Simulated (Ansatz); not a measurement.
# SiH, GeH: vertical spin gaps

Ansatz 0.2.0, basis cc-pVTZ; geometries are PBE0/def2-TZVP minima. Wave-function levels freeze the cores with the filled d shells of p-block atoms; HF, MP2 and coupled cluster are restricted for singlets and unrestricted otherwise, restricted open-shell where a d shell is frozen, Kohn–Sham unrestricted where that lies lower. MRCISD+Q stands on CASSCF in the full valence space. The reference is full CI, exact within the basis. Semilocal and hybrid functionals correlate all electrons outside any core potential and usually lie nearer their basis limit than the reference, so part of their error here is the reference's basis and frozen-core error; RPA and the MP2 part of double hybrids freeze the same cores as the reference. An error is the level's value less the reference. None of these values is a measured one. Energies are electronic, without zero-point terms. No spin–orbit coupling and no scalar relativity. The species are chosen: bound, without strong static correlation by their natural occupations or amplitudes, in their lowest spin state as far as vertical gaps and like structures tell, and with a ladder that closes on the reference, so errors are smaller than for species at large; levels whose determinant breaks symmetry or spin markedly are left out.

```
     species   bonds (Å)                        quantity  symmetry of the states  reference  value (kcal/mol)  error CCSD(T)  error CCSDT  error CCSDT(Q)  error MRCISD+Q  error PBE
SiH, doublet  Si–H 1.532  quartet less doublet, vertical             Π / Σ⁻ or Δ    full CI              38.2            0.0          0.0             0.0             1.1       -1.1
GeH, doublet  Ge–H 1.601  quartet less doublet, vertical             Π / Σ⁻ or Δ    full CI              41.5            0.0          0.0             0.0             0.8        3.1
```

The reference rises from Si to Ge, by 3.3 kcal/mol in all.
